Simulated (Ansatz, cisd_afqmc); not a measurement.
Species: H2OCl, charge 1, singlet. H2OCl+ (SMILES [OH2+]Cl).
B3LYP-D3(BJ)/def2-TZVP minimum from Ansatz (a program for electronic structure):
```xyz
4

O     -0.0211     1.0722    -0.0746
H     -0.9457     1.3908     0.0477
Cl     0.0314    -0.6722    -0.0032
H      0.5812     1.4595     0.6026
```
Charge +1, spin multiplicity 1.

Total energies in cc-pV(D+d)Z, 14 correlated electrons, 6 frozen orbitals. UHF or UKS for unpaired electrons; spin-orbit terms are left out. Cores are frozen in correlated methods. No relativity. AFQMC is phaseless with a CISD trial state; ± is one standard error, without the phaseless bias. Outlying blocks are dropped, and bars are widened where a walk drifts. Over all cases where full CI ran beside it in this data, AFQMC minus full CI had a median of +0.1 mEh and passed +0.4 mEh in a tenth of the cases.

```
method         program         energy (Eh)  minus CCSDT(Q) (mEh)
----------  ----------  ------------------  --------------------
HF              Ansatz          -535.13550                367.26
MP2             Ansatz          -535.46840                 34.36
CCSD            Ansatz          -535.49304                  9.71
CCSD(T)         Ansatz          -535.50126                  1.49
CCSDT(Q)        Ansatz          -535.50275                  0.00
AFQMC/CISD  cisd_afqmc  -535.5029 ± 0.0008            -0.1 ± 0.8
```

Rough core times of Ansatz's runs on a shared machine: CCSD(T) under 20 s, CCSDT(Q) 20 s.
